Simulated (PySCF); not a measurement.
C₄H₄Cl (doublet state).
Z-matrix (Å and degrees, GFN2-xTB geometry), rows numbered from 1:
```
C 
C   1  1.3308
C   2  1.4064  1  125.29
C   3  1.2841  2  147.22  1  -179.73
Cl  4  1.8124  3  123.09  2     0.84
H   1  1.0758  2  121.57  3  -179.82
H   1  1.0769  2  121.58  3     0.06
H   2  1.0917  1  119.69  3   179.73
H   4  1.0745  3  127.40  2  -179.37
```

The hyperfine couplings belong to this conformer and change with its torsions.

The species is `C=C/[C]=C\Cl` [radical].

Theory: UKS B3LYP, pcH-1 on C Cl H, non-relativistic, mean-field spin-orbit, GIAO in PySCF. Geometry: GFN2-xTB, one conformer, isolated molecule. GFN2-xTB frequencies show an imaginary mode (170i cm⁻¹), so this geometry is no minimum at that level. Couplings are sensitive to structure, and on GFN2-xTB geometries they can be far from those on DFT ones. Stability of the SCF solution: not tested.

Principal values of hyperfine tensors in MHz (contact, dipolar and spin–orbit terms together), for some of the nuclei:

| atom | isotope | A1 | A2 | A3 |
| --- | --- | --- | --- | --- |
| C3 | 13C | 143.86 | 162.89 | 364.22 |
| H8 | 1H | 112.58 | 116.70 | 125.11 |
| H9 | 1H | 65.94 | 69.06 | 79.79 |
| C1 | 13C | 39.22 | 44.92 | 45.85 |
| Cl5 | 35Cl | 3.00 | 6.82 | 91.36 |
| C2 | 13C | -12.68 | -5.98 | 2.73 |
| H7 | 1H | -8.42 | -6.14 | 2.68 |
| H6 | 1H | -5.72 | -5.51 | 1.35 |

Problem. Give the isotropic coupling of each nucleus in MHz and in mT (g = 2.0019), and the anisotropic part.

Solution. a_iso is a third of the trace, T = A − a_iso, and a(mT) = a(MHz)/(g × 13.996). The tensors hold a spin–orbit part: the run splits a_iso into a_FC + a_SO, and T includes its anisotropic share.

| atom | a_iso (MHz) | a_FC | a_SO | a_iso (mT) | T1 | T2 | T3 |
| --- | --- | --- | --- | --- | --- | --- | --- |
| C3 | 223.66 | 224.12 | -0.47 | 7.982 | -79.79 | -60.77 | 140.56 |
| H8 | 118.13 | 118.14 | -0.01 | 4.216 | -5.55 | -1.43 | 6.98 |
| H9 | 71.60 | 71.66 | -0.05 | 2.555 | -5.66 | -2.54 | 8.19 |
| C1 | 43.33 | 43.30 | 0.03 | 1.546 | -4.11 | 1.59 | 2.52 |
| Cl5 | 33.73 | 32.51 | 1.21 | 1.204 | -30.73 | -26.90 | 57.63 |
| C2 | -5.31 | -5.30 | -0.01 | -0.189 | -7.37 | -0.67 | 8.04 |
| H7 | -3.96 | -3.97 | 0.01 | -0.141 | -4.46 | -2.18 | 6.64 |
| H6 | -3.29 | -3.29 | 0.00 | -0.118 | -2.43 | -2.21 | 4.64 |

Problem. What spin density at the nucleus of C1 lies behind its contact coupling (g_N = 1.40482)?

Solution. a_FC = 800.24 MHz bohr³ × g_N × ρ(0)/(2S). With a_FC = 43.30 MHz and 2S = 1, ρ(0) = 0.03852 bohr⁻³.

Problem. C4 (13C, g_N = 1.40482) isn't in the table. Its spin density at the nucleus is 0.05386 bohr⁻³. What is its contact coupling?

Solution. By the same relation, a_FC = 60.6 MHz. The spin–orbit term adds -0.10 MHz. Its full tensor has the principal values 46.16, 60.07, 75.13 MHz.

Problem. Which nucleus of the table has the largest anisotropic coupling, and what is its form?

Solution. C3: -79.8, -60.8, 140.6 MHz (the dipolar term alone has -78.8, -61.4, 140.1), rhombic: the two smaller values differ by 14 % of the largest.

Problem. What first-order splitting does H8 cause when the field lies along A1, A2 or A3 of its tensor (g taken as isotropic, no quadrupole term)?

Solution. 2 lines (I = 1/2), spaced by |A_i|/(g × 13.996): 4.02, 4.17, 4.47 mT along the axes of A1, A2 and A3.
